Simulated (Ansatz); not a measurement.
The cluster SiO2, relaxed as a singlet with RKS PBE0-D4/def2-TZVP in Ansatz, starting from the GFN1-xTB geometry. Force threshold 0.02 eV/Å.

The structure comes from a short search, and lower isomers may exist.

Start:

```xyz
3

Si    0.0000    0.0000    0.0000
O    -0.6094   -0.7403    1.1419
O     0.6094    0.7403   -1.1419
```

Q: Estimate the energy that the relaxation releases and the steps that it takes.

A: 1.3 kJ/mol, in 3 steps; 1.5 s on 4 threads of AMD EPYC 7B13 on a shared host. No frequencies were taken in this run, so the end may be a saddle point.

Q: Does the start keep its bonding and symmetry?

A: By distances, no bond broke or formed. The bond that changes most is Si1–O2, from 1.49 to 1.51 Å (atoms count from 1). Point group D∞h at the start, D∞h at the end, both within 0.05 Å.

Q: Predict the relaxed structure.

A: 
```
atom    x (Å)    y (Å)    z (Å)
 Si1   0.0000   0.0000   0.0000
  O2  -0.6154  -0.7476   1.1531
  O3   0.6154   0.7476  -1.1531
```
Bond lengths: 2 × O–Si 1.51 Å.
